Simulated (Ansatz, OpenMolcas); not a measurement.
## How basis sets differ on [SF3]+ (SMILES F[S+](F)F)

[SF3]+ has 4 atoms, charge +1, and is taken as a singlet. SMILES: `F[S+](F)F`. The coordinates come from a PBE0-D4/def2-TZVP relaxation.

```xyz
4

F     0.6230    0.1910    1.1678
S     0.4328   -0.0586   -0.3017
F    -0.5454   -1.1975   -0.2386
F    -0.5104    1.0650   -0.6274
```

Quantity: the HOMO–LUMO gap, in eV. The values are calculated.

```json
{"level": "HF/ANO-RCC-MB (DKH2)", "kind": "Hartree–Fock", "program": "OpenMolcas", "value (eV)": "19.22"}
{"level": "HF/STO-3G", "kind": "Hartree–Fock", "program": "Ansatz", "value (eV)": "20.61"}
{"level": "HF/3-21G", "kind": "Hartree–Fock", "program": "Ansatz", "value (eV)": "19.07"}
{"level": "HF/6-311+G**", "kind": "Hartree–Fock", "program": "Ansatz", "value (eV)": "18.53"}
```

The values span 18.53 to 20.61 eV. A Hartree–Fock LUMO above zero doesn't converge with the basis: it sinks as sets grow more diffuse. Orbital gaps aren't excitation energies.
